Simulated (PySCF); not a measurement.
An element was calculated at PBE (PySCF 2.14, spin-free X2C, a triple-zeta basis, no spin-orbit coupling), in the ground configurations that NIST lists.

| Item | Value |
| --- | --- |
| electron affinity | 1.748 eV |
| first ionisation energy | 14.039 eV |
| second ionisation energy | 35.271 eV |
| third ionisation energy | 55.264 eV |
| polarisability of the atom | 5.66 bohr³ |

Question: Which element is it?

Answer: Oxygen (O, Z = 8), in x2c-TZVPPall with one added diffuse shell each of s, p, d type. NIST lists 13.618, 35.121, 54.936 eV for these ionisation energies.
